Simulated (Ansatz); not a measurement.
# BSiH (triplet): from Hartree-Fock to the top rungs, def2-QZVPP

One table from this session's results is given with a row withheld; the runs are named, their logs left out.

Method: def2-QZVPP, core rule «outside noble gas», up to 6 orbitals frozen; program: Ansatz 0.2.0, Gaussian basis.

Plan: UHF; ROHF; CCSD(T) on UHF.

2 further runs of the same task are left out: 2 set aside as unsound or not needed.

**What is computed**

The geometry is a PBE0/def2-TZVP stationary point (not a proven minimum) of the parent state, kept for this charge and spin.

3 atoms, charge 0, spin multiplicity 3.

Atoms are counted from 1 here; the program's logs count them from 0.

Bond lengths: Si1–B2 2.039 Å, Si1–H3 1.516 Å. Angles: B2–Si1–H3 180.0°.

The first run:

in.yaml reads:

```yaml
crystal:
  periodic: [false, false, false]
  atoms:
    - {symbol: Si, position_ang: [0.000000, 0.000000, 0.174230]}
    - {symbol: B, position_ang: [0.000000, 0.000000, -1.864326]}
    - {symbol: H, position_ang: [0.000000, 0.000000, 1.690095]}
basis:
  gaussian: {orbitals: "def2-QZVPP.json"}
magnetization: {spin_polarized: true, initial_magnetization: 2}
hamiltonian: {xc: hf}
output: {orbitals: {seedname: orbitals}}
```

Launch:

```
$ ansatz run in.yaml --threads 1 --pin off --events-out ev --progress --plain --max-ram 4096MiB --backend cpu
```

Among the steps run: UHF; ROHF; CCSD(T) on UHF.

One of the session's tables, all rows but one given; the rest of the session is left out.

| method | from UCCSD(T) (kcal/mol) |
| --- | --- |
| ROHF | ? |
| UHF | +132.32 |
| UMP2 | +32.39 |
| UCCSD | +7.75 |
| UCCSD(T) | 0 |

Estimate the missing values for ROHF.

The run gave: from UCCSD(T) (kcal/mol): +140.37. In the column «from UCCSD(T) (kcal/mol)» it is the highest.

To keep in mind: Warnings: spin contamination; coupled cluster took another determinant than the lowest.
